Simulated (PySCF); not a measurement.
C₃H₄. Atoms are numbered in the order given.

```xyz
7

C      0.0000     0.0000    -1.2360
C      0.0000     0.0000     0.2181
C      0.0000     0.0000     1.4176
H     -0.8833     0.5100    -1.6258
H      0.0000    -1.0199    -1.6258
H      0.8833     0.5100    -1.6258
H      0.0000     0.0000     2.4795
```

Coordinates come from a B3LYP-D3(BJ)/def2-TZVP optimisation.

Method: TDDFT-PBE0/def2-SVPD run with PySCF.

Vertical excitations; the highest root listed may be one member of a degenerate set. The molecule is in vacuum. State labels are in the subgroup Cs.

```json
[
 {"state": "S1", "symmetry": "A\"", "energy (eV)": "6.76", "λ (nm)": "183", "f": "0.000", "main pairs": "HOMO→LUMO+2 49 %, HOMO−1→LUMO+1 49 %"},
 {"state": "S2", "symmetry": "A'", "energy (eV)": "7.04", "λ (nm)": "176", "f": "0.001", "main pairs": "HOMO→LUMO+1, HOMO−1→LUMO+2 (degenerate set)"},
 {"state": "S3", "symmetry": "A\"", "energy (eV)": "7.04", "λ (nm)": "176", "f": "0.001", "main pairs": "HOMO−1→LUMO+1, HOMO→LUMO+2 (degenerate set)"},
 {"state": "S4", "symmetry": "A\"", "energy (eV)": "7.35", "λ (nm)": "169", "f": "0.012", "main pairs": "HOMO→LUMO (degenerate set)"},
 {"state": "S5", "symmetry": "A'", "energy (eV)": "7.35", "λ (nm)": "169", "f": "0.012", "main pairs": "HOMO−1→LUMO (degenerate set)"},
 {"state": "S6", "symmetry": "A'", "energy (eV)": "8.35", "λ (nm)": "148", "f": "0.032", "main pairs": "HOMO−1→LUMO+3 (degenerate set)"},
 {"state": "S7", "symmetry": "A\"", "energy (eV)": "8.35", "λ (nm)": "148", "f": "0.032", "main pairs": "HOMO→LUMO+3 (degenerate set)"},
 {"state": "S8", "symmetry": "A\"", "energy (eV)": "9.00", "λ (nm)": "138", "f": "0.052", "main pairs": "HOMO→LUMO+4 (degenerate set)"},
 {"state": "S9", "symmetry": "A'", "energy (eV)": "9.00", "λ (nm)": "138", "f": "0.052", "main pairs": "HOMO−1→LUMO+4 (degenerate set)"},
 {"state": "S10", "symmetry": "A'", "energy (eV)": "9.44", "λ (nm)": "131", "f": "0.695", "main pairs": "HOMO−1→LUMO+2 32 %, HOMO→LUMO+1 32 %, HOMO−1→LUMO+6 16 %, HOMO→LUMO+5 16 %"},
 {"state": "T1", "symmetry": "A'", "energy (eV)": "5.43", "λ (nm)": "228", "f": "0", "main pairs": "HOMO−1→LUMO+2 47 %, HOMO→LUMO+1 47 %"},
 {"state": "T2", "symmetry": "A\"", "energy (eV)": "5.98", "λ (nm)": "207", "f": "0", "main pairs": "HOMO→LUMO+2, HOMO−1→LUMO+1 (degenerate set)"},
 {"state": "T3", "symmetry": "A'", "energy (eV)": "5.98", "λ (nm)": "207", "f": "0", "main pairs": "HOMO−1→LUMO+2, HOMO→LUMO+1 (degenerate set)"},
 {"state": "T4", "symmetry": "A\"", "energy (eV)": "6.78", "λ (nm)": "183", "f": "0", "main pairs": "HOMO−1→LUMO+1 49 %, HOMO→LUMO+2 49 %"}
]
```
Triplets are in the Tamm–Dancoff approximation, which puts them higher than full response would, so one can lie above its singlet here.
